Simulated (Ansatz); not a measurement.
Input for Ansatz (development build ahead of 0.2.0):

```yaml
crystal:
  periodic: [false, false, false]
  atoms:
    - { symbol: C, position_ang: [-0.0063, -0.04792, -0.67624] }
    - { symbol: "N", position_ang: [0.02747, -0.12593, 0.68353] }
    - { symbol: H, position_ang: [0.03017, 0.91562, 1.10401] }
    - { symbol: H, position_ang: [0.00198, -1.02525, -1.21727] }
    - { symbol: H, position_ang: [-0.07185, 0.85099, -1.2373] }
basis:
  gaussian: { orbitals: STO-3G }
hamiltonian:
  xc: hf
correlation:
  method: mp2
  frozen_orbitals: { C: 1, H: 0, "N": 1 }
```

The input is written out in the form of the current development build from the run's settings.

Output:

| Item | Value |
| --- | --- |
| Converged | yes |
| Reference energy | -92.80508 hartree |
| Correlation energy | -0.13878 hartree |
| Total energy | -92.94386 hartree |
| Spin squared of the determinant | 0.000 |
